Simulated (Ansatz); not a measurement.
# UHF/STO-3G run of AlNH2F (SMILES [NH2][Al][F])

What is the vertical ionisation energy of AlNH2F at UHF/STO-3G? 

The calculation is run with Ansatz 0.2.0.

62 further runs of the same task are left out: 3 that didn't finish, 59 set aside as unsound or not needed.

### Step 1. Starting point

AlNH2F: 5 atoms, total charge 0, spin state doublet. As SMILES, `[NH2][Al][F]`. Geometry: relaxed at PBE0-D4/def2-TZVP. This is one conformer, not always the lowest.

Bond lengths: N1–Al2 1.765 Å, Al2–F3 1.658 Å, N1–H4 1.007 Å, N1–H5 1.009 Å. Angles: N1–Al2–F3 117.4°, Al2–N1–H4 124.8°, Al2–N1–H5 124.2°, H4–N1–H5 111.0°.

### Step 2. The energy at UHF/STO-3G

File job.yaml:

```yaml
crystal:
  periodic: [false, false, false]
  atoms:
    - {symbol: "N", position_ang: [-0.384700, 0.499000, -0.263800]}
    - {symbol: Al, position_ang: [0.632000, -0.282800, 0.949500]}
    - {symbol: F, position_ang: [1.228700, -1.786800, 0.590000]}
    - {symbol: H, position_ang: [-0.804300, 1.408300, -0.162700]}
    - {symbol: H, position_ang: [-0.621700, 0.088600, -1.154400]}
basis:
  gaussian:
    orbitals: STO-3G
magnetization:
  spin_polarized: true
  initial_magnetization: 1
hamiltonian:
  xc: hf
accuracy: high
```

Command:

```
$ ansatz run job.yaml --threads 1 --pin off --max-ram 2610MiB --events-out events.jsonl --progress --plain --runs-dir runs
```

Output:

```text
Warning: RAYON_NUM_THREADS=1 ignored (pool sized by the plan → 1); use --threads N
Functional definition: HF
  name "HF"
  exchange = exact_x
  correlation = 0
378 factors; integrals over basis functions are off by at most 3.4e-8 eV
mean field evaluation 1: about -10662.8596 eV, gradient 1.7e1 eV
mean field evaluation 2: about -10662.9183 eV, gradient 1.7e1 eV
mean field evaluation 4: about -10665.6801 eV, gradient 1.6e0 eV
mean field evaluation 8: about -10665.7351 eV, gradient 2.1e-2 eV
mean field -10665.73507588 eV, -391.9585345439 hartree, gradient 5.6e-8 eV, S^2 0.754722; 0 other end points of the search recorded, 0 dependent functions left out
reference -10665.73507588 eV, -391.9585345439 hartree; 16, 15 occupied and 5, 6 virtual orbitals, 378 factors
Total energy: -10665.73507588 eV, -391.9585345439 hartree
```

Run time: 0.14 s. Hardware: 1 thread of Arm Neoverse V1, shared host.

### Step 3. The singlet cation at the same level

File molecule.yaml:

```yaml
crystal:
  periodic: [false, false, false]
  atoms:
    - {symbol: "N", position_ang: [-0.384700, 0.499000, -0.263800]}
    - {symbol: Al, position_ang: [0.632000, -0.282800, 0.949500]}
    - {symbol: F, position_ang: [1.228700, -1.786800, 0.590000]}
    - {symbol: H, position_ang: [-0.804300, 1.408300, -0.162700]}
    - {symbol: H, position_ang: [-0.621700, 0.088600, -1.154400]}
basis:
  gaussian: {orbitals: STO-3G}
hamiltonian: {xc: hf}
total_charge: 1
accuracy: high
```

Command:

```
$ ansatz run molecule.yaml --threads 1 --pin off --max-ram 2610MiB --events-out events.jsonl --progress --plain --runs-dir runs
```

Output:

```text
Warning: RAYON_NUM_THREADS=1 ignored (pool sized by the plan → 1); use --threads N
Functional definition: HF
  name "HF"
  exchange = exact_x
  correlation = 0
378 factors; integrals over basis functions are off by at most 3.4e-8 eV
mean field evaluation 1: about -10656.0500 eV, gradient 3.4e1 eV
mean field evaluation 2: about -10656.0742 eV, gradient 3.4e1 eV
mean field evaluation 4: about -10661.2838 eV, gradient 1.9e0 eV
mean field evaluation 8: about -10661.3117 eV, gradient 7.0e-2 eV
mean field -10661.31176100 eV, -391.7959807201 hartree, gradient 2.3e-8 eV, S^2 0.000000; 0 other end points of the search recorded, 0 dependent functions left out
reference -10661.31176100 eV, -391.7959807201 hartree; 15, 15 occupied and 6, 6 virtual orbitals, 378 factors
Total energy: -10661.31176100 eV, -391.7959807201 hartree
```

It took 0.12 s on 1 thread of Arm Neoverse V1, shared host.

### Step 4. What came out

Level: UHF/STO-3G.

| quantity | value |
| --- | --- |
| doublet AlNH2F: total energy | -391.95853 Eh |
| doublet AlNH2F: ⟨S²⟩ | 0.755 |
| singlet cation: total energy | -391.79598 Eh |
| vertical ionisation energy (to the singlet cation) | 4.423 eV |

Removing an electron at fixed nuclei costs 4.42 eV (427 kJ/mol). Only the singlet of the ionised species was computed; a triplet could lie lower. In a minimal basis such a difference can be off by several eV, whatever the method.
